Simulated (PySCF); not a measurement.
Ketenimine, `C=C=N`. Structure optimised with GFN2-xTB, isolated species.

```
atom  x, y, z in Å
C1    -0.9703   -0.0317    0.0754
C2     0.3094    0.0050   -0.1123
N3     1.4651    0.0243   -0.4775
H4    -1.5548    0.8688    0.0976
H5    -1.4830   -0.9633    0.2242
H6     2.2367    0.0989    0.1709
```

Q: Which two atoms are farthest apart?

A: H4···H6 and H5···H6, 3.870 Å down to 3.869 Å.

Q: Work out the bond lengths C1=C2, C1–H4, C1–H5, C2=N3, N3–H6 in pm.

A: For C1=C2 the difference vector is (1.2797, 0.0367, -0.1877) Å, of length 1.2939 Å. C1=C2 129.4; C1–H4 107.4; C1–H5 107.4; C2=N3 121.2; N3–H6 101.1 pm.

Q: What is the repulsion energy of the bare nuclei, Σ ZA·ZB/RAB?

A: 60.11 Eh over 15 pairs, with full nuclear charges and distances in bohr; the largest single term is 18.34 Eh (C2 with N3).

Q: What are the angles H4–C1–H5, C2–C1–H5, C2–C1–H4, C1–C2–N3, C2–N3–H6?

A: From the scalar product of the two bond vectors; for H4–C1–H5 it is -0.5359 Å² over 1.0738 × 1.0737 Å², cos θ = -0.4648. H4–C1–H5 117.7°; C2–C1–H5 121.1°; C2–C1–H4 121.2°; C1–C2–N3 170.8°; C2–N3–H6 122.4°.

Q: How far apart are these pairs, which share no bond: C1···N3, C2···H4, N3···H5, H4···H5?

A: C1···N3 2.498 Å (2 bonds apart); C2···H4 2.065 Å (2 bonds apart); N3···H5 3.187 Å (3 bonds apart); H4···H5 1.838 Å (2 bonds apart).

Q: Where is the centre of mass (commonest isotopes), and what is the radius of gyration?

A: Mass 41.027 u; centre at (0.287, 0.001, -0.162) Å; Rg = √(Σ m r²/M) = 1.136 Å. As Ia + Ib + Ic = 2 Σ m r², the three principal moments sum to 105.9 u·Å².

Whether it is a minimum is left open (no frequencies).

The numbers are calculated, not measured.
